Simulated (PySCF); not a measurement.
Geometry (Å), atoms numbered from 1 in this order:
```xyz
10

C     1.4423    0.2462   -0.1053
P     0.2723   -0.3984    1.1807
C    -1.3390    0.1679    0.4581
H     2.4450   -0.1716    0.0691
H     1.5175    1.3396   -0.0009
H     1.1318    0.0113   -1.1350
H     0.2127   -1.7447    0.7015
H    -2.1704   -0.2871    1.0167
H    -1.4490   -0.0790   -0.6088
H    -1.4185    1.2594    0.5772
```

Geometry: PBE0-D3(BJ)/def2-SVP; GIAO absolute shieldings from PySCF 2.14, gas phase, non-relativistic, averaged over equivalent atoms.

At PBE0/def2-TZVP (141 basis functions, 10 s wall time on 1 thread of an Arm Neoverse V1, shared host):
```csv
atoms,σ (ppm)
C1/C3,176.5
P2,401.0
H7,27.91
H4/H5/H6/H8/H9/H10,30.46
```

What do these become at wB97X-D/pcSseg-2?

Results:


| atoms | σ at wB97X-D/pcSseg-2 | change |
| --- | --- | --- |
| C1/C3 | 174.6 | -1.9 |
| P2 | 409.6 | +8.6 |
| H7 | 27.92 | +0.01 |
| H4/H5/H6/H8/H9/H10 | 30.32 | -0.14 |

The largest change is at P2 (phosphorus bonded to 2 C, H). Cost: 213 basis functions, 25 s wall time on 1 thread of an Arm Neoverse V1, shared host.
